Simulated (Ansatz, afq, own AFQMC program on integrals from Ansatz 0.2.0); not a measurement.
# B⁻, singlet: AFQMC among the cluster methods

A free B anion.

Basis aug-cc-pVTZ. Only valence electrons are correlated. Integrals, coupled cluster, full CI and functionals: Ansatz 0.2.0; the random walks run on the same integrals in our own AFQMC program. The CISD trial takes its coefficients from CCSD amplitudes. Released means that phaseless walkers are propagated on without the constraint, phases kept. ± is one standard error of the sampling.

Determinant: RHF, the one that the program's search chose, which needn't be the lowest solution.

Full CI on the same integrals is exact in this basis and with this determinant's frozen core.

Cautions: another spin lies lower (by 486 meV); at this level and basis the anion state lies above a neutral one; restricted determinant unstable towards unrestricted (UHF 948 meV lower, ⟨S²⟩ 1.03); the released energies are still falling, so no released level is given (meV from the phaseless value at times in 1/Eh: -7 ± 3 at 0.24, -13 ± 3 at 0.51, -26 ± 3 at 0.99, -30 ± 3 at 1.62, -40 ± 4 at 2.40); the determinant fills the p orbitals unequally in pairs, so it mixes two states of the atom (¹D and ¹S), and each level undoes that mixture to a different degree, while full CI gives the lower state; CCSDT(Q) on the UHF determinant differs (514 meV lower), perhaps since the unrestricted series falls towards higher spin.

* T1 diagnostic: 0.0160
* weight of the determinant in the CISD state: 0.841
* size of the correlated space: 4 electrons in 45 orbitals

Reference: full CI, correlation energy -3.087 eV. The cautions show a poor starting determinant, so the rows tell how each method copes with it here, and full CI is the sure value.

```json
{"level": "HF", "E − E(reference) (kJ/mol)": "297.9", "share of correlation (%)": "0.00"}
{"level": "MP2", "E − E(reference) (kJ/mol)": "92.5", "share of correlation (%)": "68.96"}
{"level": "CCSD", "E − E(reference) (kJ/mol)": "23.9", "share of correlation (%)": "91.99"}
{"level": "CCSD(T)", "E − E(reference) (kJ/mol)": "11.3", "share of correlation (%)": "96.22"}
{"level": "CCSDT", "E − E(reference) (kJ/mol)": "6.3", "share of correlation (%)": "97.87"}
{"level": "CCSDT(Q)", "E − E(reference) (kJ/mol)": "2.5", "share of correlation (%)": "99.15"}
{"level": "ph-AFQMC/HF", "E − E(reference) (kJ/mol)": "16.6 ± 1.5", "share of correlation (%)": "94.41"}
{"level": "ph-AFQMC/CISD", "E − E(reference) (kJ/mol)": "11.4 ± 0.3", "share of correlation (%)": "96.16"}
```

CCSDT and higher add their correlation energy to the determinant of the CCSD(T) run, since their own runs factorise the integrals more tightly (a shift of under 2 meV).
